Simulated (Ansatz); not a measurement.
System: 2H MoS₂. Method: LDA in Ansatz (PAW).

Numerical settings: plane-wave cutoff 520 eV, 12×12×4 k mesh (along the axes of the cell as run), no spin polarisation, scalar-relativistic PAW data made under PBE.

Computed at the level's own relaxed cell.

```xyz
6
Lattice="3.1222 0.0000 0.0000 -1.5611 2.7039 0.0000 0.0000 0.0000 12.0771" Properties=species:S:1:pos:R:3 pbc="T T T"
Mo     1.5611     0.9013     9.0578
Mo     0.0000     1.8026     3.0193
S      1.5611     0.9013     4.5735
S      0.0000     1.8026    10.6120
S      0.0000     1.8026     7.5037
S      1.5611     0.9013     1.4651
```

**Question.** Give the elastic tensor (Voigt notation, GPa, ions relaxed, in the Cartesian axes of the cell as printed).

**Answer.** 
```
  242.9    59.2    11.3     0.0     0.0     0.0
   59.2   242.9    11.3     0.0     0.0     0.0
   11.3    11.3    52.6     0.0     0.0     0.0
    0.0     0.0     0.0    20.4     0.0     0.0
    0.0     0.0     0.0     0.0    20.4     0.0
    0.0     0.0     0.0     0.0     0.0    91.9
```

Measured, for comparison: elastic constant C11 238 GPa, elastic constant C44 19 GPa, elastic constant C33 52 GPa (temperature not stated, not corrected to a static lattice; as tabulated in Guerrero et al. (2021), arXiv:2010.02198); elastic constant C13 23 GPa (temperature not stated, not corrected to a static lattice; as tabulated in Ulian and Valdrè (2023), doi:10.1107/s1600576723002571). Computed (rounded) less measured: elastic constant C11 +2 %, elastic constant C44 +7 %, elastic constant C33 +1 %, elastic constant C13 -51 %. A static lattice is as a rule a little smaller and stiffer than an uncorrected measurement, which narrows the difference in the elastic constant C11, elastic constant C44, elastic constant C33 and would widen misses of the other sign.

Static lattice: no zero-point or thermal effects.

Ansatz is an electronic-structure program.
